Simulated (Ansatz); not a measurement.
## One elementary step

Start structure (SiNH6Cl, singlet), relaxed at PBE0-D4/def2-TZVP:

Si1  (-1.112, 0.116, -0.928)
Cl2  (0.609, 0.053, -2.068)
H3  (-2.213, 0.233, -1.921)
H4  (-1.127, 1.318, -0.070)
H5  (-1.291, -1.146, -0.181)
H6  (1.552, -0.964, 0.905)
N7  (1.046, -0.121, 1.148)
H8  (1.667, 0.659, 0.969)
H9  (0.869, -0.148, 2.145)
(Å)

The step: SiH₃Cl ([SiH3][Cl]) + NH₃ → SiNH₅ ([NH2][SiH3]) + HCl; bonds formed: Si1–N7, Cl2–H6; bonds broken: Si1–Cl2, H6–N7. Computed with Ansatz 0.2.0 (basis: def2-TZVPP and def2-QZVPP); correlated methods freeze the cores. Extrapolation: Hartree–Fock as exp(−7.88 √X), correlation as X^−2.97. Energies below are by CCSD(T) at an estimated basis limit (MP2 extrapolated from triple and quadruple zeta, plus CCSD(T) − MP2 in triple zeta).

**Question.** What are the electronic barrier and the energy of the step, from the start structure to the end structure? (An estimate is asked for; the value comes from the calculation.)

**Answer.** The calculation gives: Barrier 68.7 kJ/mol; step energy 38.5 kJ/mol (uphill); reverse barrier, their difference, 30.3 kJ/mol. Barrier and step energy count from the start structure, the reverse barrier from the end structure.

The saddle point: One imaginary mode of 130i cm⁻¹.
```csv
pair,start (Å),saddle (Å),end (Å)
Si1–N7,3.00,1.86,1.75
Cl2–H6,3.28,1.85,1.33
Si1–Cl2,2.07,2.79,3.98
H6–N7,1.01,1.08,1.75
```

Zero-point energy (harmonic, PBE0-D4): ZPE is 165.3 kJ/mol at the start and 167.5 kJ/mol at the saddle, so the barrier goes from 68.7 to 70.9 kJ/mol.

The T1 diagnostic stays at or below 0.010.

The step is the kind of exchange with an N–H group that builds nitride films in atomic layer and chemical vapour deposition.

Labels in which every atom is bracketed show which atoms are joined, not bond orders.

For scale, one of the runs: CCSD(T)/def2-TZVPP, 199 basis functions, launched by `ansatz run in.yaml --threads 2 --pin off --events-out ev --progress --plain --max-ram 4352MiB`. The run took 36 s on 2 CPU threads of an Intel Xeon Platinum 8488C (shared host), with 2.3 GiB of host memory at its peak.
